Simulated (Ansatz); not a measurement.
# BSiH₄ (doublet): wave-function methods side by side at distance B1–H4 along a hydrogen transfer = 1.246 Å, cc-pVDZ

Aim: climb from Hartree-Fock through coupled cluster and multireference methods for BSiH₄ (doublet) at one geometry and basis, and see what each rung misses.

Computed with Ansatz 0.2.0, Gaussian basis. Level: cc-pVDZ, core rule «outside noble gas», up to 6 orbitals frozen.

Plan: UHF; CCSD(T) on ROHF; CCSD(T) on UHF; BCCD(T) on ROHF; CISD; CCSDT(Q) on ROHF; CCSDT(Q) on UHF; CASSCF and MRCISD+Q, 3 electrons in 3 orbitals; CASSCF and NEVPT2, 3 electrons in 3 orbitals; CASSCF and NEVPT2, 9 electrons in 9 orbitals.

6 further runs of the same task are left out: 5 that didn't finish, 1 set aside as unsound or not needed.

### Step 1. What is computed

The geometry derives from fragments relaxed apart (PBE0/def2-TZVP) and kept rigid, so it is no stationary point. A hydrogen atom is moved between rigid fragments.

6 atoms, charge 0, spin multiplicity 2.

Atoms are counted from 1 here; the program's logs count them from 0.

Bond lengths: B1–H2 1.193 Å, B1–H3 1.193 Å, B1–H4 1.246 Å, Si5–H6 1.532 Å. Angles: H2–B1–H3 120.0°, H2–B1–H4 120.0°, H3–B1–H4 120.0°.

Geometry (Å):

```xyz
6

B    -2.0464    0.0347    0.0000
H    -2.6432    1.0683    0.0000
H    -2.6432   -0.9988    0.0000
H    -0.8004    0.0347    0.0000
Si    0.9576    0.0347    0.0000
H     1.3540   -1.4448    0.0000
```

### Step 2. UHF

Contents of in.yaml:

```yaml
crystal:
  periodic: [false, false, false]
  atoms:
    - {symbol: B, position_ang: [-2.046419, 0.034738, 0.000000]}
    - {symbol: H, position_ang: [-2.643153, 1.068310, 0.000000]}
    - {symbol: H, position_ang: [-2.643153, -0.998833, 0.000000]}
    - {symbol: H, position_ang: [-0.800419, 0.034738, 0.000000]}
    - {symbol: Si, position_ang: [0.957581, 0.034738, 0.000000]}
    - {symbol: H, position_ang: [1.354015, -1.444775, 0.000000]}
basis:
  gaussian: {orbitals: cc-pVDZ}
magnetization: {spin_polarized: true, initial_magnetization: 1}
hamiltonian: {xc: hf}
output: {orbitals: {seedname: orbitals}}
```

Launch:

```sh
ansatz run in.yaml --threads 1 --pin off --events-out ev --progress --plain --max-ram 2393MiB
```

After this run come: CCSD(T) on ROHF; CCSD(T) on UHF; BCCD(T) on ROHF; CISD; CCSDT(Q) on ROHF; CCSDT(Q) on UHF; CASSCF and MRCISD+Q, 3 electrons in 3 orbitals; CASSCF and NEVPT2, 3 electrons in 3 orbitals; CASSCF and NEVPT2, 9 electrons in 9 orbitals.

Q: Predict the results of all the runs planned. Wanted: UCCSDT(Q) below the RHF energy; RMP2 from UCCSDT(Q); UMP2 from UCCSDT(Q); RCCSD from UCCSDT(Q); RCCSD(T) from UCCSDT(Q); UCCSD(T) from UCCSDT(Q); RCCSDT(Q) from UCCSDT(Q); NEVPT2 pair from UCCSDT(Q); MRCISD+Q pair from UCCSDT(Q).

**Answer**, as computed:

```
                         quantity                      value
   UCCSDT(Q) below the RHF energy                 -6.1329 eV
              RMP2 from UCCSDT(Q)                +1442.8 meV
              UMP2 from UCCSDT(Q)                +1469.4 meV
             RCCSD from UCCSDT(Q)                 +186.8 meV
          RCCSD(T) from UCCSDT(Q)                  +44.9 meV
          UCCSD(T) from UCCSDT(Q)                  +45.5 meV
         RCCSDT(Q) from UCCSDT(Q)                   +0.8 meV
       NEVPT2 pair from UCCSDT(Q)                +1463.1 meV
     MRCISD+Q pair from UCCSDT(Q)                  +75.4 meV
   NEVPT2 frontier from UCCSDT(Q)                +1411.7 meV
levels within 1 kcal/mol (43 meV)  RCCSDT, UCCSDT, RCCSDT(Q)
                    T1 diagnostic                      0.027
```

In words: RCCSD(T) lands +44.9 meV from the yardstick (0.7 % of the correlation energy). Of the multireference levels listed MRCISD+Q pair comes nearest in total energy (+75.4 meV), which doesn't show that its space is the better one. These misses are within one basis, not against nature; the frozen cores of restricted and unrestricted runs differ, which can shift their rows.
